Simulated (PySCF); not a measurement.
Level of theory and gas-phase deprotonation enthalpies: thioacetic acid

Structure: `CC(=O)S` (C2H4OS). Atom numbers as in the mapped SMILES `[CH3:1][C:2](=[O:3])[SH:4]`.

All levels share the PBE0-D3(BJ)/ma-def2-SVP structures and the PBE0-D3(BJ)/ma-def2-SVP thermal terms; only the single-point energies (PySCF) change. Values are gas-phase deprotonation enthalpies (298 K, kJ/mol).

```csv
level,S4,C1,time
PBE0-D3(BJ)/6-31+G*,1389,1504,8.5 s
PBE0-D3(BJ)/ma-def2-SVP,1396,1497,9.5 s
PBE0-D3(BJ)/aug-pcseg-1,1400,1502,15 s
PBE0-D3(BJ)/aug-cc-pVDZ,1401,1499,16 s
PBE0-D3(BJ)/def2-SVPD,1401,1503,13 s
PBE-D3(BJ)/ma-def2-TZVP,1402,1487,46 s
PBE0-D3(BJ)/6-311+G**,1402,1502,12 s
CAM-B3LYP-D3(BJ)/ma-def2-TZVP,1402,1499,26 s
PBE0-D3(BJ)/pcseg-1,1408,1513,8 s
B3LYP-D3(BJ)/ma-def2-TZVP,1409,1500,23 s
"PBE0-D3(BJ)/6-311++G(2d,2p)",1409,1506,19 s
PBE0-D3(BJ)/ma-def2-TZVP,1410,1505,–
PBE0-D3(BJ)/def2-TZVPD,1411,1507,30 s
PBE0-D3(BJ)/jun-cc-pV(T+d)Z,1411,1505,34 s
BHandHLYP/ma-def2-TZVP,1412,1516,20 s
LC-ωPBE/ma-def2-TZVP,1417,1521,49 s
TPSSh-D3(BJ)/ma-def2-TZVP (grid 3),1417,1510,57 s
B97-2/ma-def2-TZVP,1420,1514,23 s
PBE0-D3(BJ)/cc-pVTZ,1426,1522,25 s
PBE0-D3(BJ)/cc-pVDZ,1442,1542,8.2 s
```

Times are wall times for all single points of a level on 1 thread of Arm Neoverse N1, a shared host; the dash marks the run that also made the structures. LC-ωPBE, PBE ran on a slower path of this set-up, which computes the density-fitting integrals anew in every SCF cycle while the other levels store them. So the times needn't show the usual order of cost, and those levels read slower than they are.

The widest spread is that of C1: 56 kJ/mol, from 1487 to 1542.

Bases without diffuse functions serve anions poorly.

Differences come from unrounded values, so a last digit can differ from that of the printed terms.
